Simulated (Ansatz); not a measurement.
bcc W was calculated with PBE-D4 (Ansatz, a first-principles code, plane waves, PAW).

Run with plane-wave cutoff 520 eV, 24×24×24 k mesh, Fermi–Dirac smearing 0.05 eV, no spin polarisation, scalar-relativistic PAW data made under PBE.

Computed at the level's own relaxed cell.

Question: Predict the volume per atom, bulk modulus B0, lattice constant a and pressure derivative B′ of the bulk modulus.

Answer: 
* **volume per atom**: 15.79 Å³/atom
* **bulk modulus B0**: 319 GPa
* **lattice constant a**: 3.161 Å
* **pressure derivative B′ of the bulk modulus**: 4.1

The run finds no gap.

Measured, for comparison: equilibrium volume per atom 15.78 Å³/atom, lattice constant a 3.16 Å (static lattice: zero-point anharmonic expansion removed; as tabulated in Mejia-Rodriguez and Trickey (2018), arXiv:1807.09216); bulk modulus 312 GPa (zero-point energy and finite temperature contributions removed, our sources range from 300 to 328; as tabulated in doi:10.1021/acs.jctc.3c00612). Computed (rounded) less measured: equilibrium volume per atom +0.1 %, bulk modulus +2 % (inside the range of the sources held), lattice constant a 0.0 %.

Spin–orbit coupling is not included.

The computed numbers hold no vibrational or temperature effects.
